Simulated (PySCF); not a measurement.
Consider N-methylacetamide, `CNC(C)=O` (C3H7NO). Numbering: `[CH3:1][NH:2][C:3]([CH3:4])=[O:5]`

Level of theory: ωB97X-D3(BJ)/ma-def2-TZVP single points in PySCF, grid level 2; every species was optimised with PBE0-D3(BJ)/def2-SVP. ωB97X-D3(BJ) is ωB97X-V with D3(BJ) in place of VV10. Thermal corrections: PBE0-D3(BJ)/def2-SVP frequencies, unscaled, ideal gas at 298.15 K and 1 bar, quasi-RRHO entropy.

(1) What are the vertical and the adiabatic ionisation energy for forming the radical cation?

(2) Where does the unpaired spin of the relaxed radical cation sit?

(3) What oxidation potential follows in DMF (IEF-PCM), given that Fc+/Fc comes at 4.54 V absolute with this functional and basis?

(4) How far is −ε(HOMO) from the vertical value by ΔSCF?

## Answers

(1) 9.69 eV vertical and 9.41 eV adiabatic, the latter with zero-point energy.

(2) N2 (amide nitrogen) 0.75, O5 (amide oxygen) 0.31, C3 (carbonyl-type carbon) -0.15 (intrinsic atomic orbital populations).

(3) In the gas phase ΔG of oxidation is 9.381 eV, and solvation is -35.1 kJ/mol for the parent and -275.2 kJ/mol for the product, so the absolute potential is 6.89 V, or 2.35 V against Fc+/Fc. Fc+/Fc in DMF, 4.54 V, is ωB97X-D3(BJ)/ma-def2-TZVP on PBE0-D3(BJ)/def2-SVP structures with GFN2-xTB thermal terms. Benchmark calculations put it near 5.0 V in acetonitrile and DMSO, so it is about 0.5 V low, and the value against it can read up to that much too high. The solvent is electrostatics only, on gas-phase structures; the absolute scale refers to an electron at rest in vacuum.

(4) −ε(HOMO) = 9.82 eV, which is 0.13 eV above the ΔSCF value.
